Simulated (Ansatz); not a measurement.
## Which is lower?

Two relaxed structures of C2H4Si, closed shell (PBE0-D4/def2-TZVP; forces vanish, vibrations not checked).

A:

```json
{"atom": "C1", "x (Å)": "-0.2012", "y (Å)": "0.1941", "z (Å)": "-0.1140"}
{"atom": "Si2", "x (Å)": "-0.7729", "y (Å)": "-1.4367", "z (Å)": "-0.8353"}
{"atom": "C3", "x (Å)": "0.7140", "y (Å)": "0.1394", "z (Å)": "0.8630"}
{"atom": "H4", "x (Å)": "-1.7558", "y (Å)": "-0.8371", "z (Å)": "-1.8425"}
{"atom": "H5", "x (Å)": "-0.5561", "y (Å)": "1.1739", "z (Å)": "-0.4283"}
{"atom": "H6", "x (Å)": "1.1000", "y (Å)": "-0.8168", "z (Å)": "1.2116"}
{"atom": "H7", "x (Å)": "1.1151", "y (Å)": "1.0242", "z (Å)": "1.3531"}
```

B:

```xyz
7
angstrom
C -0.7175 -0.4767 -0.4208
Si 0.1687 0.8954 -0.7164
C 0.3113 -0.2382 0.7398
H -1.4355 -1.2700 -0.5533
H 0.6271 1.9848 -1.6012
H 1.1217 -0.9626 0.8391
H -0.0757 0.0672 1.7128
```

Computed with Ansatz 0.2.0 (basis: def2-TZVPP); correlated methods freeze the cores. B3LYP uses VWN-RPA correlation.

Question: Which structure is lower at CCSD(T), and by how much? (An estimate is asked for; the value comes from the calculation.)

Answer: The calculation gives: A, by 1.394 eV (electronic energy, against the other). By their contacts, A is C₂H₄Si ([CH2]C=[SiH]) and B is C₂H₄Si (C1=[SiH]C1).

All methods give the same order:

| method | E(B) − E(A) (eV) |
| --- | --- |
| PBE-D4 | 1.169 |
| r2SCAN-D4 | 1.179 |
| PBE0-D4 | 1.278 |
| B3LYP-D4 | 1.516 |
| wB97M-V | 1.477 |
| HF | 2.082 |
| MP2 | 1.186 |
| CCSD | 1.524 |
| CCSD(T) | 1.394 |

T1 diagnostic: at most 0.016. The restricted Hartree–Fock reference is unstable towards an unrestricted one at one or more of these structures.

For scale, one of the runs: CCSD(T)/def2-TZVPP, 160 basis functions, launched by `ansatz run in.yaml --threads 2 --pin off --events-out ev --progress --plain --max-ram 4352MiB`. Time: 6.5 s of wall clock on 2 CPU threads of an Intel Xeon 6975P-C; the host was shared. Peak host memory: 1.3 GiB.
